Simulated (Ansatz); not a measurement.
Compare A (`CC1=NCS1`) with its isomer B (`CC1=C(N)S1`).

Program: Ansatz. Geometries: PBE0-D4/def2-TZVP. ΔE: electronic, gas phase. CCSD(T)/CBS adds triple-zeta CCSD(T) − MP2 to the extrapolated MP2 energy (def2 sets, frozen cores). DFT in def2-TZVPP. B3LYP here is the variant with VWN-RPA as its local correlation; programs differ in this. One conformer a species, not always the lowest.

Which is lower in electronic energy at CCSD(T)/CBS, and by how much? (Best estimate.)

Computed: A, by 124.7 kJ/mol.

Give E(B) − E(A) in kJ/mol with B3LYP-D4, CCSD(T)/def2-TZVPP, MP2/def2-TZVPP, CCSD/def2-TZVPP, ωB97M-V, PBE-D4, B3LYP. (An estimate is asked.)

Computed: B3LYP-D4 114.4, CCSD(T)/def2-TZVPP 131.5, MP2/def2-TZVPP 122.9, CCSD/def2-TZVPP 130.4, ωB97M-V 121.8, PBE-D4 115.6, B3LYP 112.6. None reverses the order clearly.

Largest T1 diagnostic: 0.013.

From PBE to PBE0 (25 % exact exchange), in def2-TZVPP and without D4, E(B) − E(A) moves by +3.1 kJ/mol.
